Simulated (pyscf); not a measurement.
Single points on ωB97X-D3(BJ)/def2-SVP structures (PySCF, gas phase).

For silylamine (H₂N–SiH₃) + F–WH(F)(F)(F)–F -> F–W(F)(F)(F)(F)–NH–SiH₃ + hydrogen (H₂), a four-centre exchange (singlet surface; H–N, H–W broken, N–W, H–H formed), PBE/def2-TZVP gives ΔE‡ = 9.3 kcal/mol and ΔE = -24.1 kcal/mol (zero: the separated reactants). In which direction and how far do r²SCAN/def2-TZVP, B3LYP-D3(BJ)/def2-TZVP, ωB97M-D3(BJ)/def2-TZVP move these?

r²SCAN: ΔE‡ = 6.3 kcal/mol, ΔE = -27.6 kcal/mol; B3LYP-D3(BJ): ΔE‡ = 11.3 kcal/mol, ΔE = -27.4 kcal/mol; ωB97M-D3(BJ): ΔE‡ = 13.3 kcal/mol, ΔE = -23.8 kcal/mol. PBE's barrier lies among them. Its reaction energy lies among theirs. On the reactant side the descent ends in an adduct with a N–W contact, 27.3 kcal/mol under the separated species and 36.9 kcal/mol under the saddle at ωB97X-D3(BJ)/def2-TZVP. What is counted as formed (N–W) is already present as a longer contact in the reactant adduct; forming that adduct is a step of its own. At the saddle there is also a short H–W contact that neither side keeps. At ωB97X-D3(BJ)/def2-TZVP the barrier from the zero used here is 9.6 kcal/mol. One saddle was located; it need not be the lowest between these sides. Elements past Kr carry the def2 core potentials, without spin-orbit coupling.
